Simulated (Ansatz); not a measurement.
```yaml
crystal:
  periodic: [false, false, false]
  atoms:
    - {symbol: N, position_ang: [0.000014, 0.000007, -0.000002]}
    - {symbol: H, position_ang: [0.453327, -0.447856, 0.801015]}
    - {symbol: H, position_ang: [-0.972431, 0.216183, 0.235213]}
    - {symbol: H, position_ang: [0.023936, -0.633462, -0.803648]}
    - {symbol: H, position_ang: [0.495162, 0.865127, -0.232578]}
basis:
  gaussian: {orbitals: x2c-TZVPPall}
total_charge: 1
magnetization: {spin_polarized: true, initial_magnetization: 4}
hamiltonian: {xc: {name: HF}, pseudopotentials: {relativity: scalar}}
correlation: {method: rpa}
```

```sh
$ ansatz run in.yaml --threads 2 --pin off --events-out ev --progress --plain --max-ram 32768MiB --backend cpu
```

Output, abridged:

```
Functional definition: HF
491 factors; integrals over basis functions are off by at most 7.8e-4 eV
mean field evaluation 1: about -1507.9082 eV, gradient 1.6e1 eV
mean field evaluation 2: about -1507.9147 eV, gradient 1.6e1 eV
mean field evaluation 4: about -1509.2775 eV, gradient 1.8e0 eV
mean field evaluation 8: about -1509.2491 eV, gradient 1.0e0 eV
mean field evaluation 16: about -1511.2307 eV, gradient 9.1e-4 eV
mean field evaluation 32: about -1511.2310 eV, gradient 2.3e-6 eV
mean field -1511.23095937 eV, -55.5367134076 hartree, gradient 2.3e-6 eV, S^2 6.010944; 8 other end points of the search recorded, 0 dependent functions left out
1 core orbitals not correlated: weight in the atoms' cores, before any rotation towards them, 1.000 or more for the frozen orbitals, at most 0.000 for the correlated occupied ones
reference -1511.23095937 eV, -55.5367134076 hartree; 6, 2 occupied and 80, 84 virtual orbitals, 491 factors
Total energy: -1517.67603818 eV, -55.7735656853 hartree
Relativity: scalar
```

In this input the spin is set far too high for this molecule. Self-consistency was reached. The result belongs to that input, not to the molecule as meant.
